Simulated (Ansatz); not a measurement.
# AlSi (quartet): the correlation ladder at distance Si1–Al2 = 6.532 Å, cc-pVDZ

One table from this session's results is given with a row withheld; the runs are named, their logs left out.

Program: Ansatz 0.2.0, Gaussian basis. Level of theory: cc-pVDZ, core rule «outside noble gas», up to 10 orbitals frozen. These are calculated values, not measurements.

The runs, in order: UHF; CCSD(T) on ROHF; CCSD(T) on UHF; BCCD(T) on ROHF; CISD; CCSDT(Q) on ROHF; CCSDT(Q) on UHF; CASSCF and MRCISD+Q, 5 electrons in 5 orbitals; CASSCF and NEVPT2, 5 electrons in 5 orbitals; CASSCF and MRCISD+Q, 7 electrons in 8 orbitals; CASSCF and MRCISD+Q(relaxed), 7 electrons in 8 orbitals; CASSCF and NEVPT2, 7 electrons in 8 orbitals; Full CI.

23 further runs of the same task are left out: 19 that didn't finish, 4 set aside as unsound or not needed.

### What is computed

The geometry derives from a PBE0/def2-TZVP stationary point (not a proven minimum). One bond is set to the value named and the two fragments are kept rigid.

2 atoms, charge 0, spin multiplicity 4.

Atoms are counted from 1 here; the program's logs count them from 0.

No contacts short enough for the rule that draws bonds.

The first run:

Contents of in.yaml:

```yaml
crystal:
  periodic: [false, false, false]
  atoms:
    - {symbol: Si, position_ang: [0.000000, 0.000000, 0.000000]}
    - {symbol: Al, position_ang: [0.000000, 0.000000, 6.532000]}
basis:
  gaussian: {orbitals: cc-pVDZ}
magnetization: {spin_polarized: true, initial_magnetization: 3}
hamiltonian: {xc: hf}
output: {orbitals: {seedname: orbitals}}
```

Started as:

```console
> ansatz run in.yaml --threads 1 --pin off --events-out ev --progress --plain --max-ram 2393MiB
```

Among the steps run: UHF; CCSD(T) on ROHF; CCSD(T) on UHF; BCCD(T) on ROHF; CISD; CCSDT(Q) on ROHF; CCSDT(Q) on UHF; CASSCF and MRCISD+Q, 5 electrons in 5 orbitals; CASSCF and NEVPT2, 5 electrons in 5 orbitals; CASSCF and MRCISD+Q, 7 electrons in 8 orbitals; CASSCF and MRCISD+Q(relaxed), 7 electrons in 8 orbitals; CASSCF and NEVPT2, 7 electrons in 8 orbitals; Full CI.

One table of the session follows, with a row left open; its other results are not shown here.

| method | from FCI (kcal/mol) |
| --- | --- |
| ROHF | +75.76 |
| UHF | +71.37 |
| RMP2 | +24.21 |
| UMP2 | ? |
| CISD | +6.25 |
| RCCSD | +1.83 |
| UCCSD | +1.65 |
| RCCSD(T) | +0.63 |
| UCCSD(T) | +0.60 |
| BCCD(T) | +0.63 |
| RCCSDT | +0.12 |
| UCCSDT | +0.11 |
| RCCSDT(Q) | +0.09 |
| UCCSDT(Q) | +0.09 |
| CASSCF pair | +67.33 |
| NEVPT2 pair | +21.42 |
| FCI | 0 |

Estimate the missing values for UMP2.

**Answer.** from FCI (kcal/mol): +23.95. In the column «from FCI (kcal/mol)» it lies between NEVPT2 pair (+21.42) and RMP2 (+24.21).

Among the levels timed on like hardware and quicker than the yardstick, those that no quicker one beats, quickest first: CISD (2.6 s, +6.25 kcal/mol); BCCD(T) (6.5 s, +0.63 kcal/mol); RCCSDT(Q) (13 s, +0.09 kcal/mol); UCCSDT(Q) (18 s, +0.09 kcal/mol).

Not comparable, so not listed: CASSCF and MRCISD+Q, 5 electrons in 5 orbitals (they don't share determinant, frozen orbitals or solution with the rows shown, or repeat one).

Limits of these values: The yardstick is full CI for this spin, exact in this basis with these frozen cores. Left out of the table: CASSCF valence, NEVPT2 valence, MRCISD valence, MRCISD+Q valence (the active space lost an orbital or holds another state than full CI finds). Left out of the table: MRCISD+Q(relaxed) valence (another determinant or state than the rows shown). Levels on UHF freeze UHF's core orbitals, full CI those of ROHF, so the U rows can settle a little off it for that reason alone. Restricted and unrestricted rows rest on different reference determinants; where their highest levels disagree by more than a few hundredths of an eV, they describe different states and don't form one ladder. Warnings in the runs' records: passed over end.
